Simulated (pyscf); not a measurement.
# Routes from `[CH3][CH3]` + `[NH2][In]` [singlet]

Candidate steps break at most two bonds and form at most two. Each was searched with GFN2-xTB (tblite) first. Structures and frequencies: ωB97X-D3(BJ)/def2-SVP in PySCF. Energies: ωB97M-D3(BJ)/def2-TZVP, kcal/mol, from the separated reactants, singlet surface; ΔG‡ with ideal gas, 1 atm, RRHO with modes under 100 cm⁻¹ raised to 100, one conformer, R ln 2 for chiral ones without a mode under 150 cm⁻¹.

```json
[
 {"products": "H₃C–CH₂–InH–NH₂", "type": "insertion", "ΔE‡": "96.2", "ΔE": "+17.5", "ΔG‡ 298 K": "103.4", "ΔG‡ 900 K": "122.4", "ν‡ (cm⁻¹)": "1008i"},
 {"products": "H₃C–In(CH₃)–NH₂", "type": "insertion", "ΔE‡": "105.4", "ΔE": "+9.5", "ΔG‡ 298 K": "111.6", "ΔG‡ 900 K": "126.8", "ν‡ (cm⁻¹)": "625i"}
]
```

Plain bond fissions and candidates not yet searched are not listed, and one of them may be faster. Each barrier is that of the saddle found; lower ones may exist. 2 of the closed-shell references are unstable towards spin polarisation; treat their single-reference values with care. Elements past Kr carry the def2 core potentials, without spin-orbit coupling.
